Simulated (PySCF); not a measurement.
Estimate the missing entries of this data sheet.

C₆H₇ (doublet state).
InChI=1S/C6H7/c1-2-4-6-5-3-1/h1-2,5H,3-4H2

```csv
property,level,value
point group of the GFN2-xTB geometry,GFN2-xTB,?
"rotational constants A, B, C of the GFN2-xTB geometry",GFN2-xTB,?
isotropic g value,"unrestricted B3LYP/pcH-1, mean-field spin–orbit",2.00229
spin squared ⟨S²⟩,unrestricted B3LYP/pcH-1,0.758
largest isotropic hyperfine couplings (means over sets of like nuclei),unrestricted B3LYP/pcH-1,?
```

Electronic properties: PySCF, gas phase, density fitting. Hyperfine couplings depend on the geometry, which wasn't re-optimised at a DFT level.

What are the rotational constants A, B, C of the GFN2-xTB geometry?

5.676, 4.925, 2.726 GHz.

Give the largest isotropic hyperfine couplings (means over sets of like nuclei).

13C +351.6, 1H +88.8, 13C +51.0, 13C +43.6, 13C +22.7 MHz.

The point group of the GFN2-xTB geometry?

Cs.

⟨S²⟩ is 0.008 above the pure-spin value S(S + 1) = 0.75. At 9.50 GHz, hν = g·μB·B₀ (B₀ the magnetic field) puts the centre of the isotropic spectrum, to first order, at 339.0 mT. g_iso is shifted by about -30 ppm from the free-electron value 2.002319.

For the EPR job (B3LYP), time: 28 s of wall time. Hardware: one thread of an x86-64 server (shared host).
